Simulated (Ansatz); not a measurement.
Run this with the Python package of Ansatz (0.2.0) and show what comes out.

Input file `c2h3o.xyz`:
```text
6

C    -0.15001    0.36235   -0.24690
C    -0.08135   -0.91669    0.49345
O     0.80046   -1.47634    1.06394
H    -0.92696    0.97913    0.20158
H     0.80262    0.90166   -0.23950
H    -0.44476    0.14989   -1.27257
```

`relaxed_scan.py`:
```python
'''One bond of C2H3O held at set lengths while the rest relaxes.'''

import ansatz as az
import numpy as np

config = {
    'basis_set': 'def2-SVP',
    'xc': 'pbe',
}


def main() -> None:
    molecule = az.Crystal.molecule_from_extxyz('c2h3o.xyz')

    calculation = molecule.calculation()
    calculation = calculation.basis(gaussian=config['basis_set'])
    calculation = calculation.functional(config['xc'])
    calculation = calculation.spin('collinear', total=1)
    symbols = [site.symbol for site in molecule.cartesian_sites]
    pairs = [(0, 1), (0, 3), (0, 4), (0, 5), (1, 2)]
    print('held (A)   E (eV)        ', '  '.join(f'{symbols[i]}{i}-{symbols[j]}{j}' for i, j in pairs))
    for length in [1.0, 1.09, 1.18, 1.31, 1.47]:
        summary = calculation.relax(constraints=[az.DistanceConstraint((0, 5), at=length)], force_tolerance=0.02, max_steps=60).run(threads=1, pin='off').report
        xyz = np.array(summary['positions_ang'])
        print(f'{length:6.2f} {summary["free_energy_ev"]:14.5f}  ', '  '.join(f'{np.linalg.norm(xyz[i] - xyz[j]):.3f}' for i, j in pairs))


if __name__ == '__main__':
    main()
```

```console
$ python relaxed_scan.py
held (A)   E (eV)         C0-C1  C0-H3  C0-H4  C0-H5  C1-O2
DeckWarning: relax.constraints: the input's atoms, or those drawn, lie off the distances that are held; a relaxation that starts there is brought onto them ahead of its first SCF, by positions alone, [...]
  1.00    -4159.96894   1.509  1.110  1.112  1.000  1.193
  1.09    -4160.19461   1.507  1.109  1.112  1.090  1.193
  1.18    -4160.13138   1.504  1.108  1.112  1.180  1.194
  1.31    -4159.76556   1.500  1.106  1.112  1.310  1.195
  1.47    -4159.12793   1.494  1.104  1.111  1.470  1.195
```
(Warnings from the package without file and line, shortened, repeats left out.)

What to keep in mind:
- Total energies depend on the basis set; only differences at equal settings carry meaning.
- The energies are electronic: no zero-point or thermal terms, and the basis set is short of its limit.
- The species is open-shell (spin multiplicity 2).
- Timing: 69 s on 1 thread of Arm Neoverse V1, on a shared host, peak memory 0.18 GiB.
